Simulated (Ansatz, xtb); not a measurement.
## AlBH4O: 4 structures ranked

4 gas-phase structures of AlBH4O, found in a search over its isomers (lower ones may exist). Each was relaxed with GFN2-xTB:

A. `B[O][AlH2]`, a singlet
B. `[BH2][AlH][OH]`, a singlet
C. a singlet given by its coordinates
D. a singlet given by its coordinates

C (Å):

```xyz
7

Al    1.2024    0.1790   -0.5291
B    -1.0045   -0.0516    1.6128
O    -0.1556    0.0381    0.7861
H     0.8491    1.6477   -0.9720
H     2.4077   -0.0482    0.4572
H    -1.8223   -0.1381    2.4080
H     0.7033   -1.0253   -1.4111
```

Close contacts (Å): Al1–O3 1.90, B2–O3 1.19, Al1–H4 1.57, Al1–H5 1.57, Al1–H7 1.57, B2–H6 1.14.

D (Å):

```yaml
atoms:
  - { symbol: Al, position_ang: [1.9757, -0.2765, -1.9122] }
  - { symbol: B, position_ang: [1.4944, 1.3036, -0.7216] }
  - { symbol: O, position_ang: [2.3611, -1.5530, -2.8791] }
  - { symbol: H, position_ang: [1.2147, 2.1629, -1.4981] }
  - { symbol: H, position_ang: [2.4924, 1.5001, -0.1014] }
  - { symbol: H, position_ang: [0.5788, 0.8996, -0.0748] }
  - { symbol: H, position_ang: [2.5805, -2.2918, -3.4397] }
```

Close contacts (Å): Al1–B2 2.04, Al1–O3 1.65, B2–H4 1.19, B2–H5 1.19, B2–H6 1.19, O3–H7 0.95.

Problem. Which do you expect lowest at r2SCAN-D4/def2-SVP, and how would the others follow?

Solution. Calculated order at r2SCAN-D4/def2-SVP: A (0.000), C (1.153), D (1.293), B (2.112) eV.

Energies above the lowest of each column, in eV; the last columns are at PBE0-D4/def2-TZVP geometries and were run for some of them only (a dash: not run or not comparable):

```
structure  GFN2-xTB  HF/STO-3G  r2SCAN-D4/def2-SVP  PBE0-D4/def2-TZVP  CCSD(T)/def2-TZVPP
        A     0.000      0.000               0.000              0.000               0.000
        C     0.710      1.405               1.153              1.254               1.178
        D     1.563      2.744               1.293              1.128               1.339
        B     2.367      3.484               2.112                  –                   –
```

Every level run on A puts it lowest or level with the lowest. Flexible structures stand in one conformer each, not always the lowest. D keeps a small imaginary mode. Frequencies (PBE0-D4/def2-TZVP) were run for A, C, D alone.

Over these structures GFN2-xTB departs from r2SCAN-D4/def2-SVP by 0.242 eV on average once a common shift is removed. A GFN2-xTB relaxation took about 0.11 s and the r2SCAN-D4/def2-SVP energy about 0.77 s on a shared host (Ansatz 0.2.0, xtb 6.7.1).
